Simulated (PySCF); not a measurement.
acetonitrile (C2H3N), SMILES CC#N. Coordinates come from a PBE0-D3(BJ)/def2-TZVP optimisation.

TDDFT-B3LYP/def2-SVPD in PySCF puts the lowest singlet excitations at 7.86, 8.13, 8.13, 8.36, 8.36, 9.20 eV.

### Question
What are the lowest excitation roots from ADC(2)/aug-cc-pVDZ run with PySCF? (The exact figures need the calculation; the answer reports its results.)

### Answer
8.73, 8.82, 8.82, 9.02, 9.08, 9.08 eV. S1 differs by 0.87 eV (second minus first; roots are paired by order, and the bases may differ).
